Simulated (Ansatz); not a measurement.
**CH5Al (triplet): wave-function methods side by side, cc-pVDZ**

How much of the correlation energy of CH5Al (triplet) does each wave-function method recover here?

Method: cc-pVDZ, core rule «outside noble gas», up to 6 orbitals frozen; program: Ansatz 0.2.0, Gaussian basis.

Plan: UHF; CCSD(T) on ROHF; CCSD(T) on UHF; BCCD(T) on ROHF; CISD; CCSDT(Q) on ROHF; CCSDT(Q) on UHF; CASSCF and NEVPT2, 10 electrons in 10 orbitals.

18 further runs of the same task are left out: 9 that didn't finish, 9 set aside as unsound or not needed.

## Step 1: What is computed

The geometry is a PBE0/def2-TZVP stationary point (not a proven minimum) of the parent state, kept for this charge and spin.

7 atoms, charge 0, spin multiplicity 3.

Atoms are counted from 1 here; the program's logs count them from 0.

Bond lengths: Al1–C2 1.951 Å, Al1–H3 1.591 Å, Al1–H4 1.590 Å, C2–H5 1.092 Å, C2–H6 1.096 Å, C2–H7 1.096 Å. Angles: C2–Al1–H3 119.7°, C2–Al1–H4 121.5°, H3–Al1–H4 118.7°, Al1–C2–H5 113.4°, Al1–C2–H6 110.6°, Al1–C2–H7 110.6°, H5–C2–H6 108.0°, H5–C2–H7 108.0°, H6–C2–H7 106.0°.

## Step 2: UHF

in.yaml

```yaml
crystal:
  periodic: [false, false, false]
  atoms:
    - {symbol: Al, position_ang: [0.000000, 0.000172, 0.656596]}
    - {symbol: C, position_ang: [0.000000, -0.006631, -1.294219]}
    - {symbol: H, position_ang: [0.000000, 1.384070, 1.440936]}
    - {symbol: H, position_ang: [0.000000, -1.352649, 1.492793]}
    - {symbol: H, position_ang: [0.000000, -1.010538, -1.723820]}
    - {symbol: H, position_ang: [-0.874941, 0.526768, -1.682149]}
    - {symbol: H, position_ang: [0.874941, 0.526768, -1.682149]}
basis:
  gaussian: {orbitals: cc-pVDZ}
magnetization: {spin_polarized: true, initial_magnetization: 2}
hamiltonian: {xc: hf}
output: {orbitals: {seedname: orbitals}}
```

The run is started by

```console
> ansatz run in.yaml --threads 1 --pin off --events-out ev --progress --plain --max-ram 2393MiB
```

Further steps of the session: CCSD(T) on ROHF; CCSD(T) on UHF; BCCD(T) on ROHF; CISD; CCSDT(Q) on ROHF; CCSDT(Q) on UHF; CASSCF and NEVPT2, 10 electrons in 10 orbitals.

**Question.** What will the summary of the whole plan be? Wanted: UCCSDT(Q) below the RHF energy; RMP2 from UCCSDT(Q); UMP2 from UCCSDT(Q); RCCSD from UCCSDT(Q); RCCSD(T) from UCCSDT(Q); UCCSD(T) from UCCSDT(Q); RCCSDT(Q) from UCCSDT(Q); NEVPT2 frontier from UCCSDT(Q); T1 diagnostic.

**Answer**, as computed:

```
                         quantity                      value
   UCCSDT(Q) below the RHF energy                 -7.1119 eV
              RMP2 from UCCSDT(Q)                +1492.1 meV
              UMP2 from UCCSDT(Q)                +1505.1 meV
             RCCSD from UCCSDT(Q)                 +247.1 meV
          RCCSD(T) from UCCSDT(Q)                  +54.3 meV
          UCCSD(T) from UCCSDT(Q)                  +55.2 meV
         RCCSDT(Q) from UCCSDT(Q)                   +2.4 meV
   NEVPT2 frontier from UCCSDT(Q)                +1329.3 meV
levels within 1 kcal/mol (43 meV)  RCCSDT, UCCSDT, RCCSDT(Q)
                    T1 diagnostic                      0.043
```

What this shows: RCCSD(T) misses by +54.3 meV, 0.8 % of the correlation energy. These misses are within one basis, not against nature; the frozen cores of restricted and unrestricted runs differ, which can shift their rows.
